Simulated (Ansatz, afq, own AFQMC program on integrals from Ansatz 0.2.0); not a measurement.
Integrals from Ansatz 0.2.0, then the random walk in our own AFQMC program (afq).

```yaml
crystal:
  periodic: [false, false, false]
  atoms:
    - {symbol: N, position_ang: [-1.792889, -0.011611, -0.018072]}
    - {symbol: H, position_ang: [-2.090168, 0.956222, -0.018071]}
    - {symbol: H, position_ang: [-2.090168, -0.413910, 0.862188]}
    - {symbol: H, position_ang: [-0.780428, -0.011611, -0.018072]}
    - {symbol: S, position_ang: [0.939111, -0.011610, -0.018072]}
basis:
  gaussian: {orbitals: cc-pVTZ}
magnetization: {spin_polarized: true, initial_magnetization: 2}
correlation: {method: ccsd_t, electrons: outside_noble_gas, hamiltonian_folder: ham}
```

```sh
$ ansatz run in.yaml --threads 1 --pin off --events-out ev --progress --plain --max-ram 16896MiB --backend cuda --devices 0, --max-vram 18GiB
```

Options of the walk:

```
--method phaseless --trial cisd --walkers 900 --populations 20 --least-time 60 --time-step 0.005 --steps-per-block 50 --equilibration-blocks 28 --max-blocks 4000 --target-error 0.00022 --factor-cut 1e-05 --start spin_pure --seed 441 --release-times 0.24,0.51,0.99,1.62,2.4 --release-step 0.03 --release-every 3 --taylor-order 6
```

Times are imaginary, in 1/Eh. The walk had a cap of 236 s. With eight or more populations the least sampling time is a fifth of least-time, and the error comes from their spread.

Output of the walk:

```
orbitals 100  electrons 8 6  factors 593 of 599
reference energy -453.69275530 Eh
CCSD correlation -0.39840688 Eh in 15 cycles, weight of the determinant in the CISD state 0.8645
energy of the start -454.090199 Eh
 block  time / (1/Eh)  mean weight  energy / Eh
     1     0.250  1.0000  -454.085702
     2     0.500  0.9991  -454.090931
     3     0.750  1.0005  -454.096346
     4     1.000  0.9997  -454.103056
     5     1.250  0.9994  -454.102710
     7     1.750  1.0001  -454.103938
     9     2.250  1.0006  -454.103617
    11     2.750  0.9992  -454.105499
    21     5.250  1.0008  -454.107185
    31     7.750  0.9995  -454.106391
    41    10.250  1.0000  -454.105933
    51    12.750  1.0000  -454.103844
    61    15.250  1.0003  -454.107042
    71    17.750  0.9994  -454.108039
    81    20.250  0.9999  -454.104138
    91    22.750  0.9996  -454.103932
   101    25.250  0.9998  -454.105094
   106    26.500  1.0001  -454.111070
   111    27.750  1.0005  -454.105089
   121    30.250  0.9995  -454.104554
   131    32.750  0.9993  -454.109550
   141    35.250  1.0004  -454.104986
   151    37.750  0.9996  -454.104981
   161    40.250  0.9990  -454.106865
   171    42.750  0.9996  -454.109433
   181    45.250  1.0001  -454.108251
   191    47.750  1.0002  -454.105656
   201    50.250  0.9994  -454.105122
   206    51.500  0.9998  -454.107525
error from the spread of 20 populations
released: time / (1/Eh)  energy / Eh  error  mean overlap
  0.24  -454.111334  0.004471  0.9959
  0.51  -454.107287  0.000166  0.9909
  0.99  -454.107479  0.000234  0.9864
  1.62  -454.106737  0.000324  0.9923
  2.40  -454.107452  0.000720  0.9796
energy -454.106461 +/- 0.000156 Eh
(rows thinned)
```

The run passed its tests (sampling time, drift between the halves within three errors, error under three times the target), which doesn't prove that it has relaxed.

Against this walk (error 4.2 meV) on the same determinant: CCSD(T) 26.7 meV higher. The error is statistical and leaves out the bias of the constraint. None of these is a sure reference here. The released energies have errors that jump between times, so the bars are unsure (meV from the phaseless value at times in 1/Eh: -133 ± 122 at 0.24, -22 ± 5 at 0.51, -28 ± 6 at 0.99, -8 ± 9 at 1.62, -27 ± 20 at 2.40), so they give no level; they do show a bias of the constraint, and the last of them that isn't too noisy lies 54 meV below CCSD(T).

Cautions: constraint bias not in the error; lower spins were not checked.

The walk took 2.6 min on 1 × NVIDIA H100 80GB HBM3 with 2 threads of AMD EPYC 7R13 Processor (Zen 3), on a shared host (the card was shared). The log's last line is the phaseless energy.

A walk keeps the symmetry of its determinant, which the program's search chose and which needn't be the lowest solution, so a lower state of the same spin and another symmetry isn't excluded.
